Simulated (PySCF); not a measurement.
Bond stretch in SMILES C=O (CH₂O). The C1–H4 bond (C1 also carries H, O; H4 carries nothing else) is stretched with both fragments frozen at the PBE0/def2-TZVP optimised geometry.

- RKS-r2SCAN = restricted r2SCAN/cc-pVDZ in PySCF
- UHF/cc-pVDZ (PySCF)
- UKS-r2SCAN = unrestricted r2SCAN/cc-pVDZ run with PySCF 2.14.0

Magnitude of the dipole moment (D; its direction can reverse along the curve, and a method can change to another solution) and Mulliken charge of the fragment that holds C1:

```json
[
 {"R / Å": "0.89", "μ RKS-r2SCAN": "2.16", "q RKS-r2SCAN": "0.06", "μ UHF": "2.70", "q UHF": "0.05", "μ UKS-r2SCAN": "2.16", "q UKS-r2SCAN": "0.06"},
 {"R / Å": "0.94", "μ RKS-r2SCAN": "2.14", "q RKS-r2SCAN": "0.03", "μ UHF": "2.69", "q UHF": "0.03", "μ UKS-r2SCAN": "2.14", "q UKS-r2SCAN": "0.03"},
 {"R / Å": "1.00", "μ RKS-r2SCAN": "2.12", "q RKS-r2SCAN": "0.01", "μ UHF": "2.68", "q UHF": "0.00", "μ UKS-r2SCAN": "2.12", "q UKS-r2SCAN": "0.01"},
 {"R / Å": "1.05", "μ RKS-r2SCAN": "2.09", "q RKS-r2SCAN": "0.00", "μ UHF": "2.66", "q UHF": "-0.02", "μ UKS-r2SCAN": "2.09", "q UKS-r2SCAN": "0.00"},
 {"R / Å": "1.07", "μ RKS-r2SCAN": "2.08", "q RKS-r2SCAN": "-0.01", "μ UHF": "2.65", "q UHF": "-0.02", "μ UKS-r2SCAN": "2.08", "q UKS-r2SCAN": "-0.01"},
 {"R / Å": "1.11", "μ RKS-r2SCAN": "2.05", "q RKS-r2SCAN": "-0.01", "μ UHF": "2.63", "q UHF": "-0.03", "μ UKS-r2SCAN": "2.05", "q UKS-r2SCAN": "-0.01"},
 {"R / Å": "1.14", "μ RKS-r2SCAN": "2.03", "q RKS-r2SCAN": "-0.01", "μ UHF": "2.62", "q UHF": "-0.03", "μ UKS-r2SCAN": "2.03", "q UKS-r2SCAN": "-0.01"},
 {"R / Å": "1.17", "μ RKS-r2SCAN": "2.01", "q RKS-r2SCAN": "-0.02", "μ UHF": "2.60", "q UHF": "-0.04", "μ UKS-r2SCAN": "2.01", "q UKS-r2SCAN": "-0.02"},
 {"R / Å": "1.23", "μ RKS-r2SCAN": "1.96", "q RKS-r2SCAN": "-0.01", "μ UHF": "2.56", "q UHF": "-0.04", "μ UKS-r2SCAN": "1.96", "q UKS-r2SCAN": "-0.01"},
 {"R / Å": "1.29", "μ RKS-r2SCAN": "1.90", "q RKS-r2SCAN": "-0.01", "μ UHF": "2.52", "q UHF": "-0.04", "μ UKS-r2SCAN": "1.90", "q UKS-r2SCAN": "-0.01"},
 {"R / Å": "1.38", "μ RKS-r2SCAN": "1.83", "q RKS-r2SCAN": "0.00", "μ UHF": "2.45", "q UHF": "-0.03", "μ UKS-r2SCAN": "1.83", "q UKS-r2SCAN": "0.00"},
 {"R / Å": "1.51", "μ RKS-r2SCAN": "1.75", "q RKS-r2SCAN": "0.02", "μ UHF": "2.36", "q UHF": "-0.01", "μ UKS-r2SCAN": "1.75", "q UKS-r2SCAN": "0.02"},
 {"R / Å": "1.65", "μ RKS-r2SCAN": "1.73", "q RKS-r2SCAN": "0.05", "μ UHF": "2.27", "q UHF": "0.02", "μ UKS-r2SCAN": "1.73", "q UKS-r2SCAN": "0.05"},
 {"R / Å": "1.82", "μ RKS-r2SCAN": "1.80", "q RKS-r2SCAN": "0.08", "μ UHF": "2.20", "q UHF": "0.03", "μ UKS-r2SCAN": "1.80", "q UKS-r2SCAN": "0.08"},
 {"R / Å": "1.99", "μ RKS-r2SCAN": "1.94", "q RKS-r2SCAN": "0.10", "μ UHF": "2.18", "q UHF": "0.03", "μ UKS-r2SCAN": "1.94", "q UKS-r2SCAN": "0.10"},
 {"R / Å": "2.22", "μ RKS-r2SCAN": "2.19", "q RKS-r2SCAN": "0.13", "μ UHF": "2.16", "q UHF": "0.02", "μ UKS-r2SCAN": "1.88", "q UKS-r2SCAN": "0.08"},
 {"R / Å": "2.43", "μ RKS-r2SCAN": "2.44", "q RKS-r2SCAN": "0.15", "μ UHF": "2.15", "q UHF": "0.01", "μ UKS-r2SCAN": "1.85", "q UKS-r2SCAN": "0.07"},
 {"R / Å": "2.69", "μ RKS-r2SCAN": "2.72", "q RKS-r2SCAN": "0.16", "μ UHF": "2.15", "q UHF": "0.01", "μ UKS-r2SCAN": "1.81", "q UKS-r2SCAN": "0.06"},
 {"R / Å": "3.02", "μ RKS-r2SCAN": "3.03", "q RKS-r2SCAN": "0.17", "μ UHF": "2.15", "q UHF": "0.00", "μ UKS-r2SCAN": "1.71", "q UKS-r2SCAN": "0.04"},
 {"R / Å": "3.32", "μ RKS-r2SCAN": "3.26", "q RKS-r2SCAN": "0.17", "μ UHF": "2.15", "q UHF": "0.00", "μ UKS-r2SCAN": "1.63", "q UKS-r2SCAN": "0.02"},
 {"R / Å": "3.90", "μ RKS-r2SCAN": "3.61", "q RKS-r2SCAN": "0.16", "μ UHF": "2.15", "q UHF": "0.00", "μ UKS-r2SCAN": "1.56", "q UKS-r2SCAN": "0.00"}
]
```

At the longest distance RKS-r2SCAN leaves fractional charges on the fragments, a sign of delocalisation error or of the restricted form. The restricted form behind RKS-r2SCAN keeps the bonding electrons paired and can't separate into open-shell fragments. The unrestricted determinant behind UHF is spin-contaminated at 1.65 to 3.90 Å (<S²> up to 1.0, against 0.00 for a pure singlet). The unrestricted determinant behind UKS-r2SCAN is spin-contaminated at 2.22 to 3.90 Å (<S²> up to 1.0, against 0.00 for a pure singlet).
